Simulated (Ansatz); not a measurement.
The input, for Ansatz 0.2.0:

```yaml
crystal:
  periodic: [false, false, false]
  atoms:
    - {symbol: Ge, position_ang: [0.000158, -0.000101, -0.017546]}
    - {symbol: H, position_ang: [1.464297, 0.000648, 0.442604]}
    - {symbol: H, position_ang: [-0.701030, 1.304162, 0.395821]}
    - {symbol: H, position_ang: [-0.774672, -1.297524, 0.426057]}
basis:
  gaussian: {orbitals: 6-31G}
magnetization: {spin_polarized: false, initial_magnetization: 1}
correlation: {method: ccsdtq, electrons: outside_noble_gas}
```

```sh
$ ansatz run in.yaml --threads 1 --pin off --events-out ev --progress --plain --max-ram 2393MiB
```

The program prints:

```
598 factors; integrals over basis functions are off by at most 4.2e-8 eV
mean field evaluation 1: about -56509.7424 eV, gradient 7.5e0 eV
mean field evaluation 2: about -56509.7650 eV, gradient 7.6e0 eV
mean field evaluation 4: about -56510.1430 eV, gradient 1.3e0 eV
mean field evaluation 8: about -56510.1456 eV, gradient 2.8e-4 eV
mean field evaluation 16: about -56510.1456 eV, gradient 1.7e-2 eV
mean field -56510.14556197 eV, -2076.7095454500 hartree, gradient 3.5e-6 eV, S^2 0.750000; 0 other end points of the search recorded, 0 dependent functions left out
14 core orbitals not correlated: weight in the atoms' cores, before any rotation towards them, 0.998 or more for the frozen orbitals, at most 0.001 for the correlated occupied ones
reference -56510.14556197 eV, -2076.7095454500 hartree; 4, 3 occupied and 17, 18 virtual orbitals, 598 factors
second order -1.35274241 eV of doubles, -0.01279990 eV of singles
cycle   1  -1.72169906 eV  change   -3.6e-1 eV  update   5.3e-2
cycle   2  -1.93594630 eV  change   -2.1e-1 eV  update   2.4e-2
cycle   3  -1.94407812 eV  change   -8.1e-3 eV  update   5.5e-3
cycle   4  -1.94686645 eV  change   -2.8e-3 eV  update   1.9e-3
cycle   5  -1.94681368 eV  change    5.3e-5 eV  update   8.7e-4
cycle   6  -1.94673240 eV  change    8.1e-5 eV  update   3.0e-4
cycle   7  -1.94688986 eV  change   -1.6e-4 eV  update   8.1e-5
cycle   8  -1.94686256 eV  change    2.7e-5 eV  update   3.0e-5
cycle   9  -1.94684866 eV  change    1.4e-5 eV  update   1.0e-5
cycle  10  -1.94685496 eV  change   -6.3e-6 eV  update   2.7e-6
cycle  11  -1.94685572 eV  change   -7.6e-7 eV  update   1.1e-6
cycle  12  -1.94685538 eV  change    3.4e-7 eV  update   5.4e-7
Total energy: -56512.09241735 eV, -2076.7810910655 hartree
```

For the same geometry and basis full CI lies 0.1 meV higher.

Ran on 1 thread of Arm Neoverse V2, shared host: 18 s wall, 0.2 GiB peak host memory.
